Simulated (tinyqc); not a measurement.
Inside a calculation. Method: CIS on RHF in the sto-3g basis, frozen core, for H2F+, spin multiplicity 1. One step of it, computed by the program tinyqc.

Task: Integrals over molecular orbitals. (pq|rs) = sum C_ip C_jq C_kr C_ls (ij|kl), one index at a time.

coefficients C, order 1F 1s, 1F 2s, 1F 2px, 1F 2py, 1F 2pz, 2H 1s, 3H 1s:
$$\begin{pmatrix}
0.994742 & -0.251265 & 0.009623 & 0.057040 & 0.000000 & 0.101604 & 0.023281 \\
0.022445 & 0.953650 & -0.050704 & -0.285909 & 0.000000 & -0.613873 & -0.154644 \\
0.000000 & 0.000000 & 0.000000 & 0.000000 & 1.000000 & 0.000000 & 0.000000 \\
0.000322 & 0.011875 & 0.731756 & -0.046422 & 0.000000 & 0.125724 & -0.799604 \\
0.001942 & 0.085279 & 0.047896 & 0.896858 & 0.000000 & -0.476755 & -0.096697 \\
-0.004183 & 0.090486 & 0.355156 & 0.178677 & 0.000000 & 0.599353 & 0.901177 \\
-0.003551 & 0.077599 & -0.329991 & 0.220042 & 0.000000 & 0.850171 & -0.610693
\end{pmatrix}$$

core Hamiltonian H = T + V (hartree), order 1F 1s, 1F 2s, 1F 2px, 1F 2py, 1F 2pz, 2H 1s, 3H 1s:
$$\begin{pmatrix}
-41.028139 & -9.628402 & 0.000000 & -0.001355 & -0.011094 & -1.576055 & -1.326024 \\
-9.628402 & -11.503585 & 0.000000 & -0.015521 & -0.136188 & -3.547752 & -3.108089 \\
0.000000 & 0.000000 & -9.145560 & 0.000000 & 0.000000 & 0.000000 & 0.000000 \\
-0.001355 & -0.015521 & 0.000000 & -9.271280 & -0.006281 & -2.072261 & 1.859237 \\
-0.011094 & -0.136188 & 0.000000 & -0.006281 & -9.184667 & -1.189700 & -1.069311 \\
-1.576055 & -3.547752 & 0.000000 & -2.072261 & -1.189700 & -5.288732 & -1.056399 \\
-1.326024 & -3.108089 & 0.000000 & 1.859237 & -1.069311 & -1.056399 & -5.020051
\end{pmatrix}$$

Two-electron integrals (ij|kl) in chemists' order, unique and non-zero (hartree):
```
(11|11) 5.403501    (21|11) 0.841920    (21|21) 0.156299    (22|11) 1.268028
(22|21) 0.292344    (22|22) 0.926167    (31|31) 0.027998    (32|31) 0.043169
(32|32) 0.204588    (33|11) 1.264502    (33|21) 0.292403    (33|22) 0.925959
(33|33) 0.997514    (41|41) 0.027998    (42|41) 0.043169    (42|42) 0.204588
(43|43) 0.053770    (44|11) 1.264502    (44|21) 0.292403    (44|22) 0.925959
(44|33) 0.889973    (44|44) 0.997514    (51|51) 0.027998    (52|51) 0.043169
(52|52) 0.204588    (53|53) 0.053770    (54|54) 0.053770    (55|11) 1.264502
(55|21) 0.292403    (55|22) 0.925959    (55|33) 0.889973    (55|44) 0.889973
(55|55) 0.997514    (61|11) 0.138723    (61|21) 0.025536    (61|22) 0.047458
(61|33) 0.047385    (61|41) 0.000917    (61|42) 0.001718    (61|44) 0.047558
(61|51) 0.000511    (61|52) 0.000958    (61|54) 0.000096    (61|55) 0.047439
(61|61) 0.004215    (62|11) 0.350163    (62|21) 0.081809    (62|22) 0.289022
(62|33) 0.284802    (62|41) 0.004872    (62|42) 0.037956    (62|44) 0.294244
(62|51) 0.002717    (62|52) 0.021172    (62|54) 0.005267    (62|55) 0.287740
(62|61) 0.013561    (62|62) 0.110877    (63|31) 0.008578    (63|32) 0.050774
(63|43) 0.007999    (63|53) 0.004462    (63|63) 0.016462    (64|11) 0.207679
(64|21) 0.049144    (64|22) 0.185855    (64|33) 0.177897    (64|41) 0.011137
(64|42) 0.073929    (64|44) 0.199739    (64|51) 0.001427    (64|52) 0.012916
(64|54) 0.007721    (64|55) 0.179716    (64|61) 0.008490    (64|62) 0.087425
(64|64) 0.084874    (65|11) 0.115843    (65|21) 0.027413    (65|22) 0.103670
(65|33) 0.099231    (65|41) 0.001427    (65|42) 0.012916    (65|44) 0.102491
(65|51) 0.009374    (65|52) 0.057979    (65|54) 0.009817    (65|55) 0.109169
(65|61) 0.004736    (65|62) 0.048766    (65|64) 0.038160    (65|65) 0.037748
(66|11) 0.503528    (66|21) 0.119573    (66|22) 0.487154    (66|33) 0.470462
(66|41) 0.008975    (66|42) 0.098408    (66|44) 0.508229    (66|51) 0.005006
(66|52) 0.054892    (66|54) 0.021066    (66|55) 0.482213    (66|61) 0.019949
(66|62) 0.239196    (66|64) 0.219151    (66|65) 0.122243    (66|66) 0.774606
(71|11) 0.116530    (71|21) 0.021459    (71|22) 0.039913    (71|33) 0.039851
(71|41) -0.000766   (71|42) -0.001441   (71|44) 0.039997    (71|51) 0.000427
(71|52) 0.000804    (71|54) -0.000082   (71|55) 0.039896    (71|61) 0.003489
(71|62) 0.011053    (71|64) 0.006359    (71|65) 0.003863    (71|66) 0.016108
(71|71) 0.002977    (72|11) 0.305234    (72|21) 0.071361    (72|22) 0.253422
(72|33) 0.249655    (72|41) -0.004252   (72|42) -0.033646   (72|44) 0.258085
(72|51) 0.002371    (72|52) 0.018763    (72|54) -0.004701   (72|55) 0.252277
(72|61) 0.011463    (72|62) 0.078185    (72|64) 0.042492    (72|65) 0.033388
(72|66) 0.136681    (72|71) 0.009949    (72|72) 0.086491    (73|31) 0.007347
(73|32) 0.044001    (73|43) -0.007023   (73|53) 0.003916    (73|63) 0.011061
(73|73) 0.012617    (74|11) -0.185144   (74|21) -0.043828   (74|22) -0.166599
(74|33) -0.159551   (74|41) 0.009626    (74|42) 0.064892    (74|44) -0.178864
(74|51) -0.001271   (74|52) -0.011649   (74|54) 0.006854    (74|55) -0.161190
(74|61) -0.006753   (74|62) -0.043840   (74|64) -0.013186   (74|65) -0.018348
(74|66) -0.069967   (74|71) -0.006357   (74|72) -0.069782   (74|74) 0.068509
(75|11) 0.103246    (75|21) 0.024441    (75|22) 0.092904    (75|33) 0.088974
(75|41) -0.001271   (75|42) -0.011649   (75|44) 0.091912    (75|51) 0.008056
(75|52) 0.050498    (75|54) -0.008661   (75|55) 0.097720    (75|61) 0.004089
(75|62) 0.033913    (75|64) 0.018096    (75|65) 0.025369    (75|66) 0.065297
(75|71) 0.003545    (75|72) 0.038914    (75|74) -0.031168   (75|75) 0.029998
(76|11) 0.096635    (76|21) 0.022796    (76|22) 0.087908    (76|33) 0.086412
(76|41) -0.000028   (76|42) -0.000350   (76|44) 0.088330    (76|51) 0.001219
(76|52) 0.011542    (76|54) -0.000068   (76|55) 0.088889    (76|61) 0.003730
(76|62) 0.033020    (76|64) 0.022673    (76|65) 0.016631    (76|66) 0.074572
(76|71) 0.003140    (76|72) 0.029537    (76|74) -0.021078   (76|75) 0.015173
(76|76) 0.012371    (77|11) 0.473802    (77|21) 0.112575    (77|22) 0.461785
(77|33) 0.446454    (77|41) -0.008120   (77|42) -0.091249   (77|44) 0.481157
(77|51) 0.004528    (77|52) 0.050885    (77|54) -0.019353   (77|55) 0.457246
(77|61) 0.018039    (77|62) 0.148171    (77|64) 0.073826    (77|65) 0.069469
(77|66) 0.285058    (77|71) 0.015781    (77|72) 0.205521    (77|74) -0.192894
(77|75) 0.107568    (77|76) 0.074572    (77|77) 0.774606
```

Give: one-electron integrals over orbitals h = C^T H C; Two-electron integrals over orbitals.

Result:

one-electron integrals over orbitals h = C^T H C (hartree):
$$\begin{pmatrix}
-41.0102 & 0.6954 & -0.0258 & -0.1467 & 0.0000 & -0.2712 & -0.0620 \\
0.6954 & -9.5989 & 0.0415 & 0.3222 & 0.0000 & 1.2850 & 0.3070 \\
-0.0258 & 0.0415 & -7.9346 & -0.0705 & 0.0000 & -0.3655 & 2.1964 \\
-0.1467 & 0.3222 & -0.0705 & -8.7125 & 0.0000 & 1.3348 & 0.0857 \\
0.0000 & 0.0000 & 0.0000 & 0.0000 & -9.1456 & 0.0000 & 0.0000 \\
-0.2712 & 1.2850 & -0.3655 & 1.3348 & 0.0000 & -5.4064 & 0.0411 \\
-0.0620 & 0.3070 & 2.1964 & 0.0857 & 0.0000 & 0.0411 & -5.9983
\end{pmatrix}$$

Two-electron integrals over orbitals (pq|rs), unique and non-zero (hartree); the lowest 1 orbital is frozen and left out:
```
(22|22) 0.8568     (32|22) 0.0032     (32|32) 0.1552     (33|22) 0.7468
(33|32) -0.0048    (33|33) 0.7201     (42|22) -0.0019    (42|32) 0.0014
(42|33) -0.0053    (42|42) 0.1641     (43|22) 0.0066     (43|32) 0.0079
(43|33) 0.0063     (43|42) -0.0074    (43|43) 0.0469     (44|22) 0.8239
(44|32) -0.0086    (44|33) 0.7073     (44|42) -0.0840    (44|43) 0.0089
(44|44) 0.8987     (52|52) 0.1826     (53|52) -0.0051    (53|53) 0.0375
(54|52) -0.0301    (54|53) 0.0017     (54|54) 0.0534     (55|22) 0.8814
(55|32) -0.0065    (55|33) 0.7368     (55|42) -0.0466    (55|43) 0.0085
(55|44) 0.8402     (55|55) 0.9975     (62|22) -0.1356    (62|32) 0.0125
(62|33) -0.0827    (62|42) -0.0416    (62|43) -0.0032    (62|44) -0.1035
(62|55) -0.1435    (62|62) 0.0695     (63|22) 0.0375     (63|32) 0.0274
(63|33) 0.0306     (63|42) -0.0084    (63|43) 0.0189     (63|44) 0.0307
(63|55) 0.0393     (63|62) -0.0136    (63|63) 0.0748     (64|22) -0.1378
(64|32) -0.0082    (64|33) -0.0794    (64|42) 3.06e-04   (64|43) -0.0036
(64|44) -0.1445    (64|55) -0.1410    (64|62) 0.0571     (64|63) -0.0242
(64|64) 0.0704     (65|52) -0.0514    (65|53) 0.0053     (65|54) -0.0080
(65|65) 0.0244     (66|22) 0.5476     (66|32) -0.0289    (66|33) 0.5388
(66|42) 0.0630     (66|43) -0.0185    (66|44) 0.5231     (66|55) 0.5280
(66|62) -0.0427    (66|63) -0.0292    (66|64) -0.0168    (66|66) 0.5519
(72|22) -0.0336    (72|32) -0.0671    (72|33) -0.0141    (72|42) -0.0014
(72|43) 0.0192     (72|44) -0.0280    (72|55) -0.0339    (72|62) 0.0054
(72|63) 0.0226     (72|64) 0.0131     (72|66) -0.0105    (72|72) 0.0597
(73|22) -0.2120    (73|32) 0.0155     (73|33) -0.1610    (73|42) 0.0504
(73|43) -0.0013    (73|44) -0.2066    (73|55) -0.2328    (73|62) 0.0683
(73|63) -0.0107    (73|64) 0.0782     (73|66) -0.0225    (73|72) 0.0200
(73|73) 0.1614     (74|22) -0.0076    (74|32) 0.0494     (74|33) -0.0053
(74|42) -0.0073    (74|43) -0.0102    (74|44) -0.0096    (74|55) -0.0087
(74|62) 0.0091     (74|63) 0.0384     (74|64) -0.0030    (74|66) -0.0229
(74|72) -0.0099    (74|73) 0.0140     (74|74) 0.0437     (75|52) -0.0117
(75|53) -0.0252    (75|54) 0.0005     (75|65) 0.0016     (75|75) 0.0210
(76|22) 0.0019     (76|32) 0.0894     (76|33) -0.0028    (76|42) 0.0065
(76|43) 0.0433     (76|44) -0.0095    (76|55) -0.0035    (76|62) -0.0007
(76|63) 0.0822     (76|64) -0.0162    (76|66) -0.0538    (76|72) 0.0029
(76|73) 0.0248     (76|74) 0.0505     (76|76) 0.1459     (77|22) 0.6128
(77|32) 0.0359     (77|33) 0.6095     (77|42) 0.0045     (77|43) 0.0156
(77|44) 0.5891     (77|55) 0.6012     (77|62) -0.0438    (77|63) 0.0438
(77|64) -0.0386    (77|66) 0.5082     (77|72) -0.0109    (77|73) -0.0685
(77|74) 0.0187     (77|76) 0.0492     (77|77) 0.5909
```
